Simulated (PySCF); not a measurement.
**C3H4F2: geometry, NMR shifts, spin-spin couplings, electronic excitations and core binding energies**

Aim: predict the NMR shifts, spin-spin couplings, electronic excitations and core binding energies of C3H4F2 (`C=CC(F)F`).

The runs use PySCF 2.14.0, with density-fitted response routines of our own; the level of theory stands in each step. All values are computed, except where a source is named. Atoms count from 0, in the outputs and in this text.

## (1) The starting structure

9 atoms, charge 0, multiplicity 1; geometry from: MMFF94s. The atoms were then displaced at random by about 0.03 Å, so the start is not that level's minimum.

Bonds of the start (Å): C0–C1 1.39, C1–C2 1.53, C2–F3 1.39, C2–F4 1.34, C0–H5 0.99, C0–H6 1.14, C1–H7 1.07, C2–H8 1.09.

## (2) Geometry optimisation at PBE0-D3(BJ)/def2-SVP

What the job is given:

```
{"job": {"xc": "PBE0", "basis": "def2-SVP", "d3": "d3bj", "grid": 1, "shake": 0.03, "kind": "geom"}, "charge": 0, "multiplicity": 1}
C      1.459970     0.020950     0.190310
C      0.234750    -0.437920    -0.286480
C     -1.182150     0.062030     0.018660
F     -0.994460     1.206860     0.786580
F     -1.799210     0.361710    -1.126840
H      2.346810    -0.301000    -0.123490
H      1.431040     0.947970     0.847900
H      0.335720    -1.255190    -0.973260
H     -1.699720    -0.674850     0.640970
```

Command:

```console
$ OMP_NUM_THREADS=1 python probes_run.py task.json out
```

One launch serves the whole session: the jobs run in the order shown.

**Question.** This job is followed by: GIAO PBE0/pcSseg-1 NMR shielding, non-relativistic, gas phase; B3LYP/pcJ-1 indirect spin-spin coupling, non-relativistic, gas phase; TDDFT CAM-B3LYP/def2-SVPD, vertical, gas phase, core orbitals frozen in the response; GIAO PBE/pcSseg-2 NMR shielding, non-relativistic, gas phase; delta-SCF UKS SCAN, pcX-2 on the ionised atom, pcseg-1 elsewhere, spin-free X2C. What will the session give for the following? point group; rotational constants (main isotopes); ¹³C shifts against TMS (PBE0/pcSseg-1); ¹H shifts against TMS (PBE0/pcSseg-1); ¹⁹F shifts against CFCl3 (PBE0/pcSseg-1, means over atoms taken as alike); largest coupling of the table (B3LYP/pcJ-1); lowest singlet (CAM-B3LYP/def2-SVPD); lowest triplet; vertical ionisation energy (ΔSCF); C1s binding energies, SCAN/pcX-2; F1s binding energies, SCAN/pcX-2; range of the shift of F3.

As calculated:

```
                                                                 quantity                               value
                                                              point group                                  C1
                                     rotational constants (main isotopes)                8.98, 4.22, 3.13 GHz
                                   ¹³C shifts against TMS (PBE0/pcSseg-1)             140.5, 128.1, 115.4 ppm
                                    ¹H shifts against TMS (PBE0/pcSseg-1)          6.12, 6.09, 6.03, 5.78 ppm
¹⁹F shifts against CFCl3 (PBE0/pcSseg-1, means over atoms taken as alike)                          -140.4 ppm
                              largest coupling of the table (B3LYP/pcJ-1)            ¹J(C,F) C2–F3, -302.2 Hz
                                     lowest singlet (CAM-B3LYP/def2-SVPD)         7.58 eV (164 nm), f = 0.366
                                                           lowest triplet                             4.37 eV
                                        vertical ionisation energy (ΔSCF)                            10.92 eV
                                         C1s binding energies, SCAN/pcX-2  C2 295.84, C1 291.28, C0 291.09 eV
                                         F1s binding energies, SCAN/pcX-2                        F3 693.36 eV
                                                 range of the shift of F3                -152.9 to -140.4 ppm
```

**Reading.** The start was shaken at random, so part of the energy gained undoes that. The optimisation took 7 steps and gained 0.622 eV; among the close pairs (by a distance rule), C0–H5 changed most, from 0.994 to 1.092 Å. No frequency check was run at this level, so the end point may be a saddle. The most deshielded hydrogen is H8 (hydrogen on an allylic sp3 CH bonded to 2 F), at 6.12 ppm: its carbon carries F, an electronegative neighbour. In the run at B3LYP/pcJ-1, the largest coupling of the table is C2–F3 (mean over like pairs), -302.2 Hz, of which the Fermi-contact term gives -303.9 Hz. Couplings across rotatable bonds belong to this one conformer; where others are populated, the observed values are averages. Density functionals describe couplings to fluorine poorly, F–F couplings above all, so those rows are rough. The first singlet state (HOMO→LUMO 0.90) lies at 7.58 eV and is bright. The lowest triplet lies 3.21 eV below the lowest singlet (triplets in Tamm-Dancoff, singlets in full TDDFT). In ppm, F3 (with its like atoms) moves most: its shift spreads over 12.4 ppm, from -152.9 (PBE/pcSseg-2) to -140.4 (PBE0/pcSseg-1).
